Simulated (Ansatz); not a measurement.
A made-up structure of C₂H₂B (charge -1), singlet:

B1  (-1.996, -0.644, 0.575)
C2  (-0.687, -0.222, 0.198)
C3  (0.523, 0.169, -0.151)
H4  (-2.804, -0.892, 1.354)
H5  (0.716, 0.920, -0.931)
(Å)

It is relaxed with PBE-D4/def2-SVPD and then PBE0-D4/def2-TZVPD (Ansatz 0.2.0). Atoms count as bonded within 1.22 times the sum of their covalent radii (H–H: 0.88 Å). The end point is not checked to be a true minimum.

Problem. Does its bonding change? (A judgement: the text doesn't fix the answer.)

Solution. By the calculation: No: no bond forms or breaks.

Where it ends: The first stage lowers the energy by 0.25 eV in 9 steps. It ends as C₂H₂B ([BH][C][CH]), total charge -1:
B1  (-2.069, -0.432, 0.516)
C2  (-0.724, -0.134, 0.221)
C3  (0.500, 0.160, -0.081)
H4  (-2.661, -1.059, 1.341)
H5  (0.708, 0.796, -0.952)
(Å)

Labels in which every atom is bracketed show which atoms are joined, not bond orders.

For scale, one of the runs: PBE0-D4/def2-TZVPD relaxation, 129 basis functions, launched by `ansatz run in.yaml --threads 2 --pin off --events-out ev --progress --plain --max-ram 4352MiB`. The run took about 12 s on 2 CPU threads of an Arm Neoverse V1 (shared host).
